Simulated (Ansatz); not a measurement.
Mulliken charges of C3H5FO, SMILES `C/C=C(\O)F` from ωB97M-V/def2-TZVPP in Ansatz (PBE0-D4/def2-TZVP geometry).

| atom | x (Å) | y (Å) | z (Å) | charge (e) |
| --- | --- | --- | --- | --- |
| C1 | -1.143 | -0.794 | 0.097 | -0.271 |
| C2 | -0.200 | 0.235 | 0.621 | -0.200 |
| C3 | 0.903 | 0.608 | -0.003 | 0.338 |
| O4 | 1.375 | 0.109 | -1.152 | -0.276 |
| F5 | 1.712 | 1.556 | 0.493 | -0.200 |
| H6 | -2.158 | -0.395 | 0.019 | 0.104 |
| H7 | -0.840 | -1.141 | -0.891 | 0.098 |
| H8 | -1.191 | -1.664 | 0.759 | 0.105 |
| H9 | -0.397 | 0.712 | 1.573 | 0.107 |
| H10 | 2.022 | 0.723 | -1.513 | 0.194 |

**Question.** By hand: the dipole of these point charges (1 e Å = 4.8032 D).

**Answer.** Σ q r = (-0.149, -0.079, -0.063) e Å, of length 0.180 e Å = 0.86 D.

**Question.** How does the dipole of the full density compare? (An estimate is asked.)

**Answer.** Computed: (0.043, 0.052, -0.153) e Å, 0.80 D; the point charges give 1.07 times that, at 92° from its direction.

Point charges leave out the atoms' own dipoles, such as those of lone pairs, and Mulliken's split depends on the basis, so the two needn't agree.
